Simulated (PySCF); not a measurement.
Run record: geometry optimisation, `F[C@H]1[C@H]2CC[C@@H]12`.

Method: PBE0-D3(BJ)/def2-SVP geometry optimisation, gas phase (PySCF 2.14.0). Start geometry: GFN2-xTB. A driver script takes a list of jobs; this job's settings line and coordinates (Å) are shown.

Command:
```bash
OMP_NUM_THREADS=1 python probes_run.py task.json out
```

Input:
```
{"job": {"xc": "PBE0", "basis": "def2-SVP", "d3": "d3bj", "grid": 1, "shake": 0.01, "kind": "geom"}, "charge": 0, "multiplicity": 1}
F     -1.064630     0.923100    -1.510750
C     -1.280980     0.553780    -0.223020
C     -0.687830    -0.708710     0.276000
C      0.683050    -0.954560    -0.443310
C      1.162130     0.405860     0.039270
C     -0.164580     0.646240     0.764240
H     -2.267260     0.819580     0.098100
H     -1.233680    -1.454550     0.785270
H      0.559040    -1.064820    -1.499730
H      1.204590    -1.798300    -0.021750
H      2.000100     0.332110     0.738830
H      1.397780     1.139260    -0.722750
H     -0.301910     1.144120     1.709260
```

Output:
```
step   0  E = -293.98235814  max force = 0.034262
step   1  E = -293.98705775  max force = 0.006751
step   2  E = -293.98717731  max force = 0.002472
step   3  E = -293.98719501  max force = 0.001012
step   4  E = -293.98720673  max force = 0.000439
optimisation converged
```

Energies in Eh; «max force» is the largest Cartesian gradient component in Eh/bohr.

Question: How much energy does the optimisation release, in eV?

Answer: E(step 0) − E(last step) = 0.004849 Eh, which is 0.132 eV.

In short: final energy -293.98721 Eh after 4 steps; dipole 1.71 D.

Question: Where do the atoms end?

Answer: 0.034 Å rms from the input after alignment:
```
atom  x, y, z in Å
F1    -1.0885    0.8227   -1.5813
C2    -1.2459    0.4336   -0.2855
C3    -0.6537   -0.8308    0.2044
C4     0.6713   -1.0875   -0.5047
C5     1.1964    0.2869   -0.0190
C6    -0.1316    0.5458    0.6825
H7    -2.2431    0.6828    0.0899
H8    -1.2431   -1.5797    0.7402
H9     0.5974   -1.2290   -1.5935
H10    1.2291   -1.9291   -0.0730
H11    2.0311    0.1880    0.6882
H12    1.4713    1.0170   -0.7953
H13   -0.2558    1.0445    1.6480
```

Question: Estimate the wall time. Hardware: an Arm Neoverse V1 with one thread, shared host. And the peak memory of the process?

Answer: About 39 s, with 0.50 GiB resident at the peak, the Python interpreter and its libraries included.
Labels such as C1 count atoms from 1, the log's own numbers from 0.
